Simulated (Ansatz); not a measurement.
**HO+ (singlet): the correlation ladder at distance O1–H2 = 0.916 Å, aug-cc-pVDZ**

An exercise on one series of results from a longer session: the logs are not shown, and one member is left open.

Method: aug-cc-pVDZ, core rule «outside noble gas», up to 1 orbitals frozen; program: Ansatz 0.2.0, Gaussian basis.

Plan: UHF; CCSD(T) on RHF; CCSD(T) on UHF; BCCD(T) on RHF; CISD; CCSDT(Q) on RHF; CCSDT(Q) on UHF; CASSCF and MRCISD+Q, 2 electrons in 2 orbitals; CASSCF and NEVPT2, 2 electrons in 2 orbitals; CASSCF and MRCISD+Q, 6 electrons in 5 orbitals; CASSCF and NEVPT2, 6 electrons in 5 orbitals; Full CI; Full CI in the symmetry of the determinant.

30 further runs of the same task are left out: 2 for a known fault of the program, 18 that didn't finish, 10 set aside as unsound or not needed.

### What is computed

The geometry derives from a PBE0/def2-TZVP stationary point (not a proven minimum). One bond is set to the value named and the two fragments are kept rigid.

2 atoms, charge 1, spin multiplicity 1.

Atoms are counted from 1 here; the program's logs count them from 0.

Bond lengths: O1–H2 0.916 Å.

As a file:

```xyz
2
HO
O     0.00000    0.00000    0.00000
H     0.00000    0.00000    0.91600
```

Set-up of the first run:

Contents of in.yaml:

```yaml
crystal:
  periodic: [false, false, false]
  atoms:
    - {symbol: O, position_ang: [0.000000, 0.000000, 0.000000]}
    - {symbol: H, position_ang: [0.000000, 0.000000, 0.916000]}
basis:
  gaussian: {orbitals: aug-cc-pVDZ}
total_charge: 1
magnetization: {spin_polarized: true, initial_magnetization: 0}
hamiltonian: {xc: hf}
output: {orbitals: {seedname: orbitals}}
```

Started as:

```console
> ansatz run in.yaml --threads 1 --pin off --events-out ev --progress --plain --max-ram 2393MiB
```

Among the steps run: UHF; CCSD(T) on RHF; CCSD(T) on UHF; BCCD(T) on RHF; CISD; CCSDT(Q) on RHF; CCSDT(Q) on UHF; CASSCF and MRCISD+Q, 2 electrons in 2 orbitals; CASSCF and NEVPT2, 2 electrons in 2 orbitals; CASSCF and MRCISD+Q, 6 electrons in 5 orbitals; CASSCF and NEVPT2, 6 electrons in 5 orbitals; Full CI; Full CI in the symmetry of the determinant.

One table of the session follows, with a row left open; its other results are not shown here.

```
          method  from FCI (kJ/mol)
             RHF             +473.0
            RMP2             +140.6
            CISD              +69.0
           RCCSD              +46.9
        RCCSD(T)              +22.3
         BCCD(T)              +22.4
          RCCSDT                  ?
       RCCSDT(Q)               -0.4
     CASSCF pair             +360.9
     NEVPT2 pair              +45.4
     MRCISD pair              +11.3
   MRCISD+Q pair               -0.9
  CASSCF valence             +312.5
  NEVPT2 valence              +53.2
  MRCISD valence               +8.5
MRCISD+Q valence               -0.5
             FCI                  0
```

Estimate the missing values for RCCSDT.

The run gave: from FCI (kJ/mol): +0.9. In the column «from FCI (kJ/mol)» it lies between FCI (0) and MRCISD valence (+8.5).

Among the levels timed on like hardware and quicker than the yardstick, those that no quicker one beats, quickest first: NEVPT2 pair (0.18 s, +45.4 kJ/mol); MRCISD+Q pair (0.33 s, -0.9 kJ/mol); MRCISD+Q valence (0.6 s, -0.5 kJ/mol); RCCSDT(Q) (1.6 s, -0.4 kJ/mol). Runs this short are mostly start-up, so their order is noise.

Left out of the table: UHF, UMP2, UCCSD, UCCSD(T), UCCSDT, UCCSDT(Q) (another determinant or state than the rows shown).

To keep in mind: The report flags that the cluster equations may have other roots. The yardstick is full CI for this spin, exact in this basis with these frozen cores. The program flags RCCSDT(Q) as in doubt, so those rows may rest on another solution; read them beside their warnings. RCCSDT(Q), MRCISD+Q pair, MRCISD+Q valence fall below full CI, which methods that aren't variational can do. With 2.0 effectively unpaired electrons against 0 the state is strongly multireference. Of the multireference levels listed MRCISD+Q valence comes nearest in total energy (-0.5 kJ/mol), which doesn't show that its space is the better one. Warnings in the runs' records: large difference, other roots, lower state.
